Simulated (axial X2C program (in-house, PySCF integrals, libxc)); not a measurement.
# OB⁺: properties at the nuclei

Aim: properties at the nuclei of OB⁺, with spin–orbit coupling in the Hamiltonian from the start.

Method: two-component X2C with atomic mean-field terms, O dyall-av3z, B dyall-v3z; program: an in-house X2C program for linear molecules on PySCF integrals.

All values are calculated.

### 1 Set-up

File task.json:

```json
{"zs": [8, 5], "q": 1, "bas": ["dyall-av3z", "dyall-v3z"], "r0": 1.35, "levels": ["PBE0", "HF", "PBE", "BP86", "LDA"], "nst": 3}
```

Keys: zs atomic numbers; q charge; bas basis sets; r0 starting distance in Å; levels methods (HF also brings MP2); nst determinants followed.

On the command line:

```sh
> python soeom.py task.json out
```

After this run come: Expectation values, lowest determinant; Expectation values, a higher determinant; Expectation values, a higher determinant.

Q: Predict the outcome of this session. Wanted: lowest determinant; Eeff magnitude; Ws magnitude O; A∥/gI O; qzz O; higher determinant (for each run or level that gives them).

The runs gave:

| quantity | value |
| --- | --- |
| lowest determinant | Ω = 2 (excess of +ω over −ω: ω = 1/2, ω = 3/2) |
| Eeff magnitude (GV/cm), PBE0 | 0.0189 |
| Ws magnitude O (kHz), PBE0 | 0.00139 |
| A∥/gI O (MHz), PBE0 | 170 |
| qzz O (a.u.), PBE0 | -1.07 |
| higher determinant | Ω = 1 (excess of +ω over −ω: ω = -1/2, ω = 3/2) |
| Eeff magnitude (GV/cm), PBE0, higher determinant | 0.0161 |
| Ws magnitude O (kHz), PBE0, higher determinant | 0.00214 |
| A∥/gI O (MHz), PBE0, higher determinant | 244 |
| qzz O (a.u.), PBE0, higher determinant | -1.05 |
| higher determinant | Ω = 1 (excess of +ω over −ω: 2 × ω = 1/2) |
| Eeff magnitude (GV/cm), PBE0, higher determinant | 0.0166 |
| Ws magnitude O (kHz), PBE0, higher determinant | 0.00236 |
| A∥/gI O (MHz), PBE0, higher determinant | 482 |
| qzz O (a.u.), PBE0, higher determinant | -1.06 |

In words: In the first state, the effective field runs from 0.0176 to 0.0204 GV/cm over the mean-field levels. The expectation values come from single determinants, which for open shells can mix terms of unlike spin or miss the lowest Ω, so a determinant need not be a state. Eeff is the effective electric field on the electron dipole moment in this Ω state and Ws the scalar–pseudoscalar constant (defined with the proton number Z and per Ω); A∥ is the parallel hyperfine constant, which follows by multiplying with the nuclear g factor gI = μI/(I μN); qzz is the electric field gradient, eQq0 = 234.96 MHz × Q/barn × qzz. The operators were transformed with the bare-nucleus X2C matrices. A second determinant lies within 0.1 eV of the first.
